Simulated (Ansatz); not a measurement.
in.yaml

```yaml
crystal:
  periodic: [false, false, false]
  atoms:
    - {symbol: O, position_ang: [-1.093123, -0.025232, 0.000000]}
    - {symbol: H, position_ang: [-1.342433, 0.901344, 0.000000]}
    - {symbol: H, position_ang: [-0.133594, -0.025232, 0.000000]}
    - {symbol: F, position_ang: [0.998877, -0.025232, 0.000000]}
basis:
  gaussian: {orbitals: cc-pVDZ}
magnetization: {spin_polarized: false, initial_magnetization: 1}
correlation: {method: ccsdt_q, electrons: outside_noble_gas}
```

```sh
$ ansatz run in.yaml --threads 1 --pin off --events-out ev --progress --plain --max-ram 2393MiB
```

Roughly how long does this take on 1 thread of Intel Xeon Platinum 8488C, shared host, and how much host memory?

43 s wall and 0.76 GiB.

```
612 factors; integrals over basis functions are off by at most 1.4e-7 eV
mean field evaluation 1: about -4769.0082 eV, gradient 3.2e1 eV
mean field evaluation 2: about -4769.0252 eV, gradient 3.2e1 eV
mean field evaluation 4: about -4769.9860 eV, gradient 2.1e1 eV
mean field evaluation 8: about -4770.8635 eV, gradient 6.8e-1 eV
mean field evaluation 16: about -4770.8762 eV, gradient 2.9e-6 eV
mean field evaluation 32: about -4766.1860 eV, gradient 5.0e1 eV
mean field evaluation 64: about -4770.7137 eV, gradient 1.6e-6 eV
mean field evaluation 96: about -4771.0762 eV, gradient 1.5e-1 eV
mean field evaluation 128: about -4770.7507 eV, gradient 5.6e0 eV
mean field evaluation 160: about -4770.7137 eV, gradient 2.0e-6 eV
...
cycle  12  -11.05252239 eV  change   -2.4e-4 eV  update   4.8e-4
cycle  13  -11.05236230 eV  change    1.6e-4 eV  update   2.4e-4
cycle  14  -11.05242048 eV  change   -5.8e-5 eV  update   8.8e-5
cycle  15  -11.05226222 eV  change    1.6e-4 eV  update   3.7e-5
cycle  16  -11.05223171 eV  change    3.1e-5 eV  update   1.9e-5
cycle  17  -11.05224049 eV  change   -8.8e-6 eV  update   9.1e-6
cycle  18  -11.05224889 eV  change   -8.4e-6 eV  update   5.2e-6
cycle  19  -11.05225920 eV  change   -1.0e-5 eV  update   2.7e-6
cycle  20  -11.05226403 eV  change   -4.8e-6 eV  update   1.5e-6
cycle  21  -11.05226391 eV  change    1.2e-7 eV  update   6.3e-7
perturbative correction -0.02487798 eV, -0.0009142490 hartree
Total energy: -4782.15549385 eV, -175.7409729374 hartree
```

For the same geometry and basis UCCSDT(Q) lies 0.8 meV lower.
